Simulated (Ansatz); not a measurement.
Steps of a relaxation of CH3FSi (`C[Si]F`) with RKS PBE0-D4/def2-TZVP.

```sh
$ ansatz run in.yaml --threads 4 --pin off --events-out ev --progress --plain --max-ram 10444MiB
```

```yaml
crystal:
  periodic: [false, false, false]
  atoms:
    - {symbol: C, position_ang: [-0.337566, 0.393640, -0.174628]}
    - {symbol: Si, position_ang: [0.471672, -0.581756, 1.256097]}
    - {symbol: F, position_ang: [1.385327, -1.625859, 0.341810]}
    - {symbol: H, position_ang: [-1.034682, 1.180679, 0.178755]}
    - {symbol: H, position_ang: [0.449558, 0.870306, -0.802483]}
    - {symbol: H, position_ang: [-0.892209, -0.301010, -0.845752]}
basis:
  gaussian: {orbitals: def2-TZVP}
hamiltonian: {xc: pbe0, dispersion: d4}
relax: {f_tol: 0.005, max_steps: 150}
```

Positions (Å) and forces (eV/Å) along the path, 5 of 5 steps:

```xyz
6
step=1 energy=-11675.4682 eV
C    -0.338    0.394   -0.175   -0.039    0.051   -0.198
Si    0.472   -0.582    1.256    0.406   -0.453   -0.891
F     1.385   -1.626    0.342   -0.615    0.705    0.574
H    -1.035    1.181    0.179    0.344   -0.389   -0.146
H     0.450    0.870   -0.802   -0.355   -0.226    0.320
H    -0.892   -0.301   -0.846    0.260    0.312    0.340
6
step=2 energy=-11675.4999 eV
C    -0.334    0.389   -0.175   -0.007    0.009    0.007
Si    0.466   -0.575    1.248    0.307   -0.344   -0.569
F     1.368   -1.604    0.333   -0.370    0.422    0.406
H    -1.023    1.167    0.177    0.093   -0.105   -0.052
H     0.448    0.860   -0.793   -0.103   -0.071    0.100
H    -0.883   -0.301   -0.836    0.080    0.089    0.107
6
step=3 energy=-11675.5113 eV
C    -0.334    0.389   -0.176    0.009   -0.010    0.021
Si    0.467   -0.577    1.230    0.021   -0.026    0.043
F     1.361   -1.596    0.341   -0.020    0.024   -0.002
H    -1.018    1.162    0.178   -0.010    0.011    0.011
H     0.446    0.857   -0.788    0.023    0.020   -0.036
H    -0.881   -0.299   -0.831   -0.023   -0.019   -0.037
6
step=4 energy=-11675.5115 eV
C    -0.333    0.388   -0.176   -0.001    0.002    0.001
Si    0.467   -0.578    1.233   -0.002    0.001   -0.002
F     1.360   -1.593    0.340    0.007   -0.008    0.001
H    -1.017    1.162    0.179   -0.001    0.002   -0.003
H     0.446    0.857   -0.790   -0.005   -0.001    0.001
H    -0.881   -0.299   -0.833    0.001    0.004    0.002
6
step=5 energy=-11675.5115 eV
C    -0.333    0.388   -0.176    0.002   -0.001    0.001
Si    0.467   -0.578    1.233    0.000    0.000   -0.001
F     1.361   -1.594    0.341    0.000    0.000    0.001
H    -1.017    1.162    0.179    0.000    0.000    0.000
H     0.446    0.857   -0.790   -0.001    0.000    0.000
H    -0.882   -0.298   -0.833    0.000    0.001    0.000
```

Run time 7.5 s (4 threads of an Arm Neoverse N1 on a shared host); peak host memory 0.18 GiB.
